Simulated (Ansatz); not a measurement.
Complex (SMILES): Cl (HCl) with Cl (HCl), atoms 1 to 2 the first; geometry from NCB31 set, monomers rigid:
```xyz
4

Cl     1.8608    -0.0654    -0.0001
H      1.7539     1.2110     0.0003
Cl    -1.9253     0.0056    -0.0001
H     -0.6584    -0.1937     0.0025
```

The counterpoise-corrected interaction energy at CCSD(T) with Ansatz (a program for electronic structure), in kcal/mol, split into its Hartree-Fock and correlation parts. Cores are frozen. No added dispersion term, no relativity. Functions are those of the species that has most. These sets lack the diffuse functions that weak bonds need.

```json
[
 {"basis": "cc-pV(D+d)Z", "X": "2", "functions": "56", "Hartree-Fock": "-0.34", "CCSD(T)": "-0.80"},
 {"basis": "cc-pV(T+d)Z", "X": "3", "functions": "106", "Hartree-Fock": "-0.21", "CCSD(T)": "-1.35"},
 {"basis": "cc-pV(Q+d)Z", "X": "4", "functions": "188", "Hartree-Fock": "-0.22", "CCSD(T)": "-1.71"},
 {"basis": "cc-pV(5+d)Z", "X": "5", "functions": "310", "Hartree-Fock": "-0.22", "CCSD(T)": "-1.84"}
]
```

Worked estimate of the basis-set limit from each neighbouring pair, with Hartree-Fock from the larger set and the correlation part extrapolated as X^-3.
Correlation parts: X = 2: -0.46, X = 3: -1.14, X = 4: -1.49, X = 5: -1.62.
- (2,3): (27·(-1.14) - 8·(-0.46))/19 = -1.43; with Hartree-Fock -0.21 the estimate is -1.64 kcal/mol.
- (3,4): (64·(-1.49) - 27·(-1.14))/37 = -1.75; with Hartree-Fock -0.22 the estimate is -1.97 kcal/mol.
- (4,5): (125·(-1.62) - 64·(-1.49))/61 = -1.76; with Hartree-Fock -0.22 the estimate is -1.98 kcal/mol.
The last two estimates differ by 0.01 kcal/mol; the largest set lies 0.14 from the last. Over the last step Hartree-Fock moves by 0.00 and the correlation part by -0.13.
